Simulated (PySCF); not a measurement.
A PySCF script (with the pyscf-properties extension) for the NMR shieldings of SMILES S, H₂S, on a GFN2-xTB geometry:

```python
import basis_set_exchange as bse
import numpy as np
from pyscf import gto, dft
from pyscf.prop import nmr

atoms = """
S    -0.029113    0.610687   -0.002644
H    -0.935705   -0.358096   -0.011337
H     0.976299   -0.255128    0.001428
"""
names = dict.fromkeys(["S", "H"], "pcSseg-1")
basis = {el: gto.basis.parse(bse.get_basis(n, elements=[el], fmt="nwchem")) for el, n in names.items()}
mol = gto.M(atom=atoms, basis=basis, charge=0, verbose=0)
mf = dft.RKS(mol, xc="PBE0")
mf.grids.level = 2
mf.grids.alignment = dft.numint.BLKSIZE   # the property module wants whole blocks of grid points
mf.conv_tol = 1e-9
mf.kernel()

calc = nmr.RKS(mf)   # GIAO
C = mf.mo_coeff
Co = C[:, mf.mo_occ > 0]
resp = mf.gen_response(singlet=True, hermi=2)
def vind(x):   # induced exchange potential for any number of trial vectors
    d = np.einsum("pi,xij,qj->xpq", C, 2 * x.reshape(-1, C.shape[1], Co.shape[1]), Co, optimize=True)
    return np.einsum("xpq,pi,qj->xij", resp(d - d.transpose(0, 2, 1)), C, Co, optimize=True).ravel()
mo1, _ = nmr.rhf.solve_mo1(calc, with_cphf=vind)
sigma = calc.kernel(mo1)
for i, s in enumerate(sigma):   # ppm
    w = np.linalg.eigvalsh((s + s.T) / 2)
    print("%2d %-2s iso %8.1f  s11 %8.1f  s22 %8.1f  s33 %8.1f" % (i, mol.atom_pure_symbol(i), w.mean(), *w))
```

Q: What are the results?

A: 
```
 0 S  iso    732.3  s11    604.6  s22    674.8  s33    917.5
 1 H  iso     30.9  s11     24.1  s22     26.6  s33     42.0
 2 H  iso     30.9  s11     24.1  s22     26.6  s33     42.0
```

These numbers come from an equivalent density-fitted implementation of the same equations, which agrees with the script to about 0.01 ppm for H and up to a few tenths of a ppm for heavy atoms, so last digits may differ.

Q: Turn these shieldings into chemical shifts. Referencing at the same level of theory: 33S (σref 503.73) against CS2; 1H (σref 31.72) against TMS.

A: Averaging equivalent atoms: S 0: -229; H 1/2: 0.78 ppm. 

Size and cost of the density-fitted run: 34 basis functions, 0.9 s wall time on 1 thread of an x86-64 server CPU, shared host.
